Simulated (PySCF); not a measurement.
# Spin states of SN

Unrestricted PBE0; basis S x2c-TZVPPall, N x2c-TZVPPall; spin-free X2C with a Gaussian nucleus; PySCF 2.14. Outer shells of the fragments: S 3s2 3p4; N 2s2 2p3.

Followed along the bond (rough minima from three points):

```csv
2Ms+1,unpaired,⟨S²⟩ at the start,R at minimum (Å),Te (eV)
2,π ↑,0.80,1.49,0.00
4,π ↑↑↑,3.76,none in the scan,≤ 2.69
```

Solutions found at the starting distance of 1.640 Å, counted from the lowest of them; the search is not exhaustive and high or unbound solutions are not listed, so other states can lie among these:

| 2Ms+1 | unpaired | term | E (eV) | ⟨S²⟩ | ⟨Lz²⟩ | μ (D) |
| --- | --- | --- | --- | --- | --- | --- |
| 2 | π ↑ | ²Π | 0.00 | 0.80 | 1.01 | -1.55 |
| 4 | π ↑↑↑ | ⁴Π | 2.20 | 3.76 | 1.01 | -1.48 |
| 2 | π ↑↑↓ | mixed | 2.73 | 1.77 | 3.03 | -1.54 |
| 4 | σ ↑, π ↑↑ | ⁴Σ⁻ | 2.97 | 3.77 | 0.00 | -0.47 |
| 2 | σ ↑, π ↑↓ | mixed | 3.75 | 1.77 | 2.02 | -0.78 |
| 2 | σ ↓, π ↑↑ | mixed | 3.87 | 1.77 | 0.00 | -0.84 |
| 2 | π ↑ | mixed | 4.60 | 0.75 | 3.01 | -1.66 |
| 4 | σ ↑, π ↑↑ | mixed | 6.80 | 3.76 | 2.02 | -0.79 |
| 4 | σ ↑, π ↑↑ | mixed | 6.95 | 3.76 | 2.02 | -0.16 |
| 2 | σ ↓, π ↑↑ | mixed | 7.63 | 1.82 | 2.02 | -0.06 |

A term symbol is given only where ⟨S²⟩ and ⟨Lz²⟩ are close to those of a pure state; real π, δ and φ orbitals otherwise mix terms. A positive dipole means S(−)N(+).

Counting both spins, an empty level lies below a filled one in some of these solutions, because spin and occupation are held.
